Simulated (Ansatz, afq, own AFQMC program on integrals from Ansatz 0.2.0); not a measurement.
## HSBr, triplet in cc-pVTZ, levels against CCSDT(Q)

```
atom   x (Å)   y (Å)    z (Å)
  Br  0.0000  0.0000  -1.5773
   H  0.0000  0.0000  -0.0033
   S  0.0000  0.0000   1.5807
```

Connectivity, by distances: Br ··· S, 1 bridging H.

Basis cc-pVTZ. Noble-gas cores (and the filled d shells of Ga–Kr and In–Xe) are frozen. Integrals, coupled cluster, full CI and functionals: Ansatz 0.2.0; the random walks run on the same integrals in our own AFQMC program. ph-AFQMC/CISD is guided by a CISD state made of CCSD amplitudes; releasing the constraint for a short imaginary time cuts its bias at the price of noise, slowly where states lie close. Error bars are statistical, one sigma. No spin–orbit coupling.

Determinant: UHF, the one that the program's search chose, which needn't be the lowest solution. The geometry is a point of a scan.

No full CI on the walks' own integrals is used here; CCSDT(Q) serves as the reference and is uncertain by about the last step of the cluster series.

Cautions: no relativity below Rb; no spin-orbit coupling; inner d shell frozen; lower spins were not checked; unrestricted determinant slightly spin contaminated (⟨S²⟩ 2.05 against 2.00).

* T1 diagnostic: 0.0150
* weight of the determinant in the CISD state: 0.852
* ⟨S²⟩ of the determinant: 2.053
* size of the correlated space: 14 electrons in 72 orbitals

Reference: CCSDT(Q), correlation energy -9.873 eV. The released energy is read at 2.40 1/Eh (meV from the phaseless value at times in 1/Eh: -4 ± 3 at 0.24, -15 ± 4 at 0.51, -23 ± 6 at 0.99, -27 ± 6 at 1.62, -21 ± 9 at 2.40).

```csv
level,E − E(reference) (mEh),share of correlation (%)
HF,362.82,0.00
MP2,56.55,84.41
CCSD,15.94,95.61
CCSD(T),2.07,99.43
CCSDT,0.63,99.83
ph-AFQMC/HF,4.84 ± 0.85,98.66
ph-AFQMC/CISD,0.81 ± 0.19,99.78
released AFQMC,0.03 ± 0.33,99.99
```

A walk keeps the symmetry of its determinant, which the program's search chose and which needn't be the lowest solution, so a lower state of the same spin and another symmetry isn't excluded. Released energies are given only where the last usable release times agree within the noise; a slower fall can still hide under it.
